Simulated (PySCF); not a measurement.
# AlC⁻: from constants to spectrum

ROHF-CCSD(T) constants of AlC⁻, ³Π (triplet), unpaired electrons σ ↑, π ↑ (PySCF, no relativity, basis sets Al def2-SVPD, C def2-SVPD; masses 26.9815 and 12.0000 u):

| Quantity | Value |
| --- | --- |
| ωe | 731.3 cm⁻¹ |
| ωexe | 5.68 cm⁻¹ |
| Be | 0.56602 cm⁻¹ |
| αe | 0.00559 cm⁻¹ |
| D (centrifugal) | 1.36e-06 cm⁻¹ |

Problem. Give the vibrational terms G(v) and spacings up to v = 6.

Solution. G(v) = ωe(v+½) − ωexe(v+½)².

```csv
v,G(v) (cm⁻¹),G(v) − G(v−1),Bv (cm⁻¹)
0,364.2,,0.5632
1,1084.2,719.9,0.5576
2,1792.8,708.6,0.5520
3,2490.0,697.2,0.5465
4,3175.8,685.9,0.5409
5,3850.3,674.5,0.5353
6,4513.5,663.1,0.5297
```

Correlated steps freeze 6 core orbitals. The CCSD T1 diagnostic is raised, a sign that a single reference may not be enough here. The state was picked by a PBE0 search and need not be the measured ground state.
